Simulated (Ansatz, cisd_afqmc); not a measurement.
System: N2, charge 0, singlet. N2 (molecular nitrogen, SMILES N#N).
NHTBH set geometry:
```
N
N 1 1.0971
```

Total energies in aug-cc-pVDZ, 10 correlated electrons, 2 frozen orbitals. UHF or UKS for unpaired electrons; spin-orbit terms are left out. Cores are frozen in correlated methods. No relativity. The Monte Carlo rows (phaseless AFQMC, CISD trial, step 0.005/hartree) carry one-sigma bars that omit the constraint's bias. Outlying blocks are dropped, and bars are widened where a walk drifts. Over all cases where full CI ran beside it in this data, AFQMC minus full CI had a median of +0.1 mEh and passed +0.4 mEh in a tenth of the cases.

```csv
method,program,energy (Eh),minus CCSDTQ (mEh)
HF,Ansatz,-108.96072,334.73
MP2,Ansatz,-109.27774,17.71
CCSD,Ansatz,-109.28040,15.05
CCSD(T),Ansatz,-109.29380,1.65
CCSDT(Q),Ansatz,-109.29570,-0.25
CCSDTQ,Ansatz,-109.29545,0.00
AFQMC/CISD,cisd_afqmc,-109.2944 ± 0.0005,1.1 ± 0.5
```

Rough core times of Ansatz's runs on a shared machine: CCSD(T) under 20 s, CCSDT(Q) under 20 s, CCSDTQ 4 min.

Ansatz is an electronic-structure program.
